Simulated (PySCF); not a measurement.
Species: ethanethial, C₂H₄S.
Atom-mapped SMILES: `[CH3:1][CH:2]=[S:3]` (hydrogens: H4, H5, H6 on C1; H7 on C2)

The same species was optimised twice, with GFN2-xTB and with PBE0-D3(BJ)/def2-SVP (PySCF), and the same property calculations (PySCF, gas phase) were run on both structures.

```csv
coordinate,GFN2-xTB,PBE0-D3(BJ)/def2-SVP,change
C2–H7 (Å),1.087,1.104,+0.017
C1–H4 (Å),1.091,1.104,+0.013
C1–H5 (Å),1.091,1.104,+0.013
C1–H6 (Å),1.087,1.098,+0.011
C1–C2 (Å),1.479,1.486,+0.007
C2=S3 (Å),1.614,1.615,+0.001
C1–C2–H7 (°),116.2,114.6,-1.6
C1–C2–S3 (°),124.7,126.2,+1.5
H4–C1–H5 (°),107.0,105.9,-1.1
C2–C1–H6 (°),111.1,111.7,+0.6
H4–C1–H6 (°),109.5,109.8,+0.3
C2–C1–H5 (°),109.7,109.8,+0.1
C2–C1–H4 (°),109.9,109.9,0.0
S3–C2–H7 (°),119.1,119.2,+0.1
```

Rotational constants: A = 48358, B = 5868, C = 5406 MHz (GFN2-xTB) against A = 49026, B = 5752, C = 5317 MHz (PBE0-D3(BJ)/def2-SVP). Point groups within 0.08 Å: Cs and Cs. Atoms that the bonding makes alike are paired by their places after alignment.

On the GFN2-xTB structure: lowest singlet, TDDFT (eV) 2.48 [PBE0/def2-SVPD]; lowest triplet, Tamm–Dancoff (eV) 1.95 [PBE0/def2-SVPD]; isotropic polarisability (au) 47.4 [PBE0/def2-SVPD]; HOMO (eV) -6.54 [PBE0/def2-SVPD]; LUMO (eV) -2.22 [PBE0/def2-SVPD]; dipole (D) 2.61 [PBE0/def2-SVPD]; HOMO (eV) -6.48 [PBE0/pcSseg-1]; LUMO (eV) -2.14 [PBE0/pcSseg-1]; dipole (D) 2.55 [PBE0/pcSseg-1]; GIAO shielding of C1 (ppm) 142.3 [PBE0/pcSseg-1]; GIAO shielding of C2 (ppm) -80.0 [PBE0/pcSseg-1]; GIAO shielding of S3 (ppm) -608.2 [PBE0/pcSseg-1].

Task: What do these properties become on the PBE0-D3(BJ)/def2-SVP structure?

Result: 
| property | level | on GFN2-xTB | on PBE0-D3(BJ)/def2-SVP | change |
| --- | --- | --- | --- | --- |
| lowest singlet, TDDFT (eV) | PBE0/def2-SVPD | 2.48 | 2.49 | +0.01 |
| lowest triplet, Tamm–Dancoff (eV) | PBE0/def2-SVPD | 1.95 | 1.96 | +0.01 |
| isotropic polarisability (au) | PBE0/def2-SVPD | 47.4 | 48.0 | +0.6 |
| HOMO (eV) | PBE0/def2-SVPD | -6.54 | -6.55 | -0.01 |
| LUMO (eV) | PBE0/def2-SVPD | -2.22 | -2.23 | -0.01 |
| dipole (D) | PBE0/def2-SVPD | 2.61 | 2.61 | 0.00 |
| energy, GFN2-xTB geometry as zero (kcal/mol) | PBE0/def2-SVPD | 0.0 | -0.4 | -0.4 |
| HOMO (eV) | PBE0/pcSseg-1 | -6.48 | -6.50 | -0.02 |
| LUMO (eV) | PBE0/pcSseg-1 | -2.14 | -2.15 | -0.01 |
| dipole (D) | PBE0/pcSseg-1 | 2.55 | 2.55 | 0.00 |
| energy, GFN2-xTB geometry as zero (kcal/mol) | PBE0/pcSseg-1 | 0.0 | -0.2 | -0.2 |
| GIAO shielding of C1 (ppm) | PBE0/pcSseg-1 | 142.3 | 140.6 | -1.7 |
| GIAO shielding of C2 (ppm) | PBE0/pcSseg-1 | -80.0 | -79.4 | +0.6 |
| GIAO shielding of S3 (ppm) | PBE0/pcSseg-1 | -608.2 | -595.8 | +12.4 |

The heavy atoms differ by 0.014 Å rms after alignment. Among all bonds C2–H7 changes most (+0.017 Å). Changes are differences of the printed values. Neither structure is proved a minimum here.
